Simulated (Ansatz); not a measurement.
Process, species as SMILES: [OH] (OH) → OH+ (triplet, bonded as [OH]) + e-
B3LYP-D3(BJ)/def2-TZVP geometries, fixed; electronic energies without zero-point terms.

Basis-set convergence of the adiabatic ionisation energy at PBE0 with Ansatz (a quantum-chemistry and plane-wave program). Cartesian d functions, on some or all atoms, in 6-31G*, 6-31+G*; all else is spherical. The program fits the integrals of some runs and decomposes those of others, by size. Open shells are unrestricted. No added dispersion term, no relativity. Functions are those of the species that has most. Reference: the value in aug-cc-pV5Z, 13.019 eV, itself unsure by roughly 0.002 eV (its mean distance from pcseg-4, aug-pcseg-3, aug-cc-pVQZ). Deviations are taken from unrounded values.

```csv
basis,functions,adiabatic ionisation energy (eV)
6-31G*,17,12.761
6-31+G*,21,12.982
cc-pVDZ,19,12.676
aug-cc-pVDZ,32,13.011
def2-SVP,19,12.784
def2-SVPD,31,13.092
pcseg-1,19,12.956
aug-pcseg-1,32,13.070
6-311G**,24,12.833
6-311+G**,28,13.007
def2-TZVP,37,12.959
def2-TZVPD,49,13.005
cc-pVTZ,44,12.923
aug-cc-pVTZ,69,13.019
pcseg-2,44,13.020
aug-pcseg-2,69,13.034
def2-TZVPP,45,12.974
def2-TZVPPD,57,13.013
cc-pVQZ,85,12.981
aug-cc-pVQZ,126,13.021
def2-QZVPP,87,13.004
def2-QZVPPD,99,13.016
pcseg-3,93,13.021
aug-pcseg-3,134,13.023
cc-pV5Z,146,13.011
aug-cc-pV5Z,207,13.019
```

What the diffuse functions change, pair by pair:
- 6-31G* to 6-31+G*: 4 more functions, deviation -0.259 to -0.038 eV
- cc-pVDZ to aug-cc-pVDZ: 13 more functions, deviation -0.343 to -0.008 eV
- def2-SVP to def2-SVPD: 12 more functions, deviation -0.235 to 0.072 eV
- pcseg-1 to aug-pcseg-1: 13 more functions, deviation -0.064 to 0.050 eV
- 6-311G** to 6-311+G**: 4 more functions, deviation -0.186 to -0.012 eV
- def2-TZVP to def2-TZVPD: 12 more functions, deviation -0.060 to -0.014 eV
- cc-pVTZ to aug-cc-pVTZ: 25 more functions, deviation -0.097 to 0.000 eV
- pcseg-2 to aug-pcseg-2: 25 more functions, deviation 0.000 to 0.015 eV
- def2-TZVPP to def2-TZVPPD: 12 more functions, deviation -0.045 to -0.007 eV
- cc-pVQZ to aug-cc-pVQZ: 41 more functions, deviation -0.038 to 0.002 eV
- def2-QZVPP to def2-QZVPPD: 12 more functions, deviation -0.015 to -0.003 eV
- pcseg-3 to aug-pcseg-3: 41 more functions, deviation 0.002 to 0.004 eV
- cc-pV5Z to aug-cc-pV5Z: 61 more functions, deviation -0.009 to 0.000 eV

Leaving out the reference's own pair, they bring the value nearer the reference by more than 0.002 eV in 10 of 12 pairs.
